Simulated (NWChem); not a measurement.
Everything below was run with NWChem. System: Li (-1), charge -1, spin multiplicity 1. Level: MP2/def2-TZVPD, no orbitals frozen.

Job file:

```
start mol
memory heap 200 mb stack 900 mb global 1100 mb
charge -1
geometry units angstroms nocenter noautoz
  Li     0.000000     0.000000     0.000000
  symmetry group D2h
end
basis spherical
  * library def2-tzvpd
end
scf
  rhf
  nopen 0
  maxiter 100
  thresh 1e-7
  semidirect memsize 60000000 filesize 0
end
mp2
end
task mp2 energy
```

Part of the output:

```
             Northwest Computational Chemistry Package (NWChem) 7.3.0
             --------------------------------------------------------

                                NWChem Input Module
                                -------------------

 Scaling coordinates for geometry "geometry" by  1.889725989
 (inverse scale =  0.529177249)

                             Geometry "geometry" -> ""
                             -------------------------

 Output coordinates in angstroms (scale by  1.889725989 to convert to a.u.)

  No.       Tag          Charge          X              Y              Z
 ---- ---------------- ---------- -------------- -------------- --------------
    1 Li                   3.0000     0.00000000     0.00000000     0.00000000

 Effective nuclear repulsion energy (a.u.)       0.0000000000

            Nuclear Dipole moment (a.u.)
            ----------------------------
        X                 Y               Z
 ---------------- ---------------- ----------------
     0.0000000000     0.0000000000     0.0000000000

      Symmetry information
      --------------------

 Group name             D2h
 Group number             26
 Group order               8
 No. of unique centers     1

      Symmetry unique atoms

     1


 Summary of "ao basis" -> "" (spherical)
 ------------------------------------------------------------------------------
       Tag                 Description            Shells   Functions and Types
 ---------------- ------------------------------  ------  ---------------------
 *                         def2-tzvpd                 on all atoms

 Summary of "ao basis" -> "ao basis" (spherical)
 ------------------------------------------------------------------------------
       Tag                 Description            Shells   Functions and Types
 ---------------- ------------------------------  ------  ---------------------
 Li                        def2-tzvpd                9       17   5s4p

                                 NWChem SCF Module
                                 -----------------

  ao basis        = "ao basis"
  functions       =    17
  atoms           =     1
  closed shells   =     2
  open shells     =     0
  charge          =  -1.00
  wavefunction    = RHF
  use symmetry    = T
  symmetry adapt  = T

 Summary of "ao basis" -> "ao basis" (spherical)
 ------------------------------------------------------------------------------
       Tag                 Description            Shells   Functions and Types
 ---------------- ------------------------------  ------  ---------------------
 Li                        def2-tzvpd                9       17   5s4p

      Symmetry analysis of basis
      --------------------------

        ag          5
        au          0
        b1g         0
        b1u         4
        b2g         0
        b2u         4
        b3g         0
        b3u         4

 Forming initial guess at       0.0s

      Superposition of Atomic Density Guess
      -------------------------------------

 Sum of atomic energies:          -7.43265159

 Renormalizing density from       3.00 to      4

      Non-variational initial energy
      ------------------------------

 Total energy =      -8.792480
 1-e energy   =     -12.951262
 2-e energy   =       4.158782
 HOMO         =       0.121586
 LUMO         =       0.166965

      Symmetry analysis of molecular orbitals - initial
      -------------------------------------------------

 !! scf_movecs_sym_adapt:   12 vectors were symmetry contaminated
[...]
    3    0.1521
    4    0.1521
    5    0.1521
    6    0.2849
    7    0.2849
    8    0.2849
    9    0.3097
   10    0.8853
   11    0.8853
   12    0.8853

                       ROHF Final Molecular Orbital Analysis
                       -------------------------------------

 Vector    2  Occ=2.000000D+00  E= 4.298725D-03  Symmetry=ag
              MO Center=  2.4D-16,  4.9D-17,  1.2D-15, r^2= 7.3D+00
   Bfn.  Coefficient  Atom+Function         Bfn.  Coefficient  Atom+Function
  ----- ------------  ---------------      ----- ------------  ---------------
     5      0.977350  1 Li s

 Vector    3  Occ=0.000000D+00  E= 1.521168D-01  Symmetry=b3u
              MO Center= -4.7D-16,  1.3D-48,  3.3D-47, r^2= 2.0D+01
   Bfn.  Coefficient  Atom+Function         Bfn.  Coefficient  Atom+Function
  ----- ------------  ---------------      ----- ------------  ---------------
    15      1.128003  1 Li px                 9     -0.202060  1 Li px

 Vector    4  Occ=0.000000D+00  E= 1.521168D-01  Symmetry=b1u
              MO Center= -5.7D-47,  2.9D-47, -1.8D-15, r^2= 2.0D+01
   Bfn.  Coefficient  Atom+Function         Bfn.  Coefficient  Atom+Function
  ----- ------------  ---------------      ----- ------------  ---------------
    17      1.128003  1 Li pz                11     -0.202060  1 Li pz

 Vector    5  Occ=0.000000D+00  E= 1.521168D-01  Symmetry=b2u
              MO Center= -6.3D-49, -1.5D-16, -1.2D-48, r^2= 2.0D+01
   Bfn.  Coefficient  Atom+Function         Bfn.  Coefficient  Atom+Function
  ----- ------------  ---------------      ----- ------------  ---------------
    16      1.128003  1 Li py                10     -0.202060  1 Li py

 center of mass
 --------------
 x =   0.00000000 y =   0.00000000 z =   0.00000000

 moments of inertia (a.u.)
 ------------------
           0.000000000000           0.000000000000           0.000000000000
           0.000000000000           0.000000000000           0.000000000000
           0.000000000000           0.000000000000           0.000000000000

  Mulliken analysis of the total density
  --------------------------------------

    Atom       Charge   Shell Charges
 -----------   ------   -------------------------------------------------------
    1 Li   3     4.00   0.36  1.30  0.32  0.09  1.93  0.00 -0.00  0.00  0.00

       Multipole analysis of the density wrt the origin
       ------------------------------------------------

     L   x y z        total         open         nuclear
     -   - - -        -----         ----         -------
     0   0 0 0     -1.000000      0.000000      3.000000

     1   1 0 0     -0.000000      0.000000      0.000000
     1   0 1 0     -0.000000      0.000000      0.000000
     1   0 0 1     -0.000000      0.000000      0.000000

     2   2 0 0    -17.560647      0.000000      0.000000
     2   1 1 0     -0.000000      0.000000      0.000000
     2   1 0 1     -0.000000      0.000000      0.000000
     2   0 2 0    -17.560647      0.000000      0.000000
     2   0 1 1     -0.000000      0.000000      0.000000
     2   0 0 2    -17.560647      0.000000      0.000000

                   NWChem MP2 Semi-direct Energy/Gradient Module
                   ---------------------------------------------

  Basis functions       =     17
  Molecular orbitals    =     17
  Frozen core           =      0
  Frozen virtuals       =      0
  Active alpha occupied =      2
  Active beta occupied  =      2
  Active alpha virtual  =     15
  Active beta virtual   =     15
  Use MO symmetry       = T
  Use skeleton AO sym   = T

  AO/Fock/Back tols     =   1.0D-09  1.0D-09  1.0D-09

 GA uses MA = F    GA memory limited = T

 Available:
  local mem=  1.26D+08
 global mem=  1.44D+08
 local disk=  0.00D+00
  mp2_memr nvloc                    15
  nvloc new                    15
   1 passes of   2:        2097152                        864                     16133.
   1 passes of   2: M    126155851           G      144178622           F     124058699.

 Semi-direct pass number   1 of   1  for RHF alpha+beta  at        0.1s
  vrange nnbf                   153
  mp2_eaftype                    10  avail_ma_in_mb                  1099
 EAF : mp2_eaftype filesize          10       8066.
  mp2_eaf for mointskh                     10
Node 0 wrote      0.0 Mb in      0.0 s     Agg I/O rate:  1273.8 Mb/s
 Done moints_semi at        0.1s
  mp2_eaftype                    10  avail_ma_in_mb                  1089
 EAF : mp2_eaftype filesize          10       8066.
  mp2_eaf for kh                    10
 Done maket at        0.1s
 Done multipass loop at        0.1s

          -------------------------------------------
          SCF energy                  -7.418815999686
          Correlation energy          -0.046651551410
          Singlet pairs               -0.045949139488
          Triplet pairs               -0.000702411922
          Total MP2 energy            -7.465467551096
          -------------------------------------------

          ---------------------------------------------------
                    Spin Component Scaled (SCS) MP2
          Same spin pairs                     -0.000468274615
          Same spin scaling factor             0.333333333333
          Opposite spin pairs                 -0.046183276796
          Opposite spin scaling fact.          1.200000000000
          SCS-MP2 correlation energy          -0.055576023693
          Total SCS-MP2 energy                -7.474392023378
          ---------------------------------------------------

 -----------------------
 Performance information
 -----------------------

 Timer overhead =  1.55D-07 seconds/call

               Nr. of calls         CPU time (s)                 Wall time (s)                GFlops
             ---------------    -------------------     ------------------------------   -------------------
Name         Min   Avg   Max    Min     Avg     Max     Min     Avg     Max   Mx/calls   Min     Max     Sum
mp2: moin     1     1     1   4.15E-3 4.15E-3 4.15E-3  4.15E-3 4.15E-3 4.15E-3 4.15E-3   0.0     0.0     0.0
mp2: make     1     1     1   3.07E-4 3.07E-4 3.07E-4  3.07E-4 3.07E-4 3.07E-4 3.07E-4   0.0     0.0     0.0
mp2: tota     1     1     1   9.16E-3 9.16E-3 9.16E-3  9.16E-3 9.16E-3 9.16E-3 9.16E-3   0.0     0.0     0.0

 The average no. of pstat calls per process was 3.00D+00
 with a timing overhead of 4.65D-07s

 Task  times  cpu:        0.0s     wall:        0.0s

 Total times  cpu:        0.1s     wall:        0.1s
```
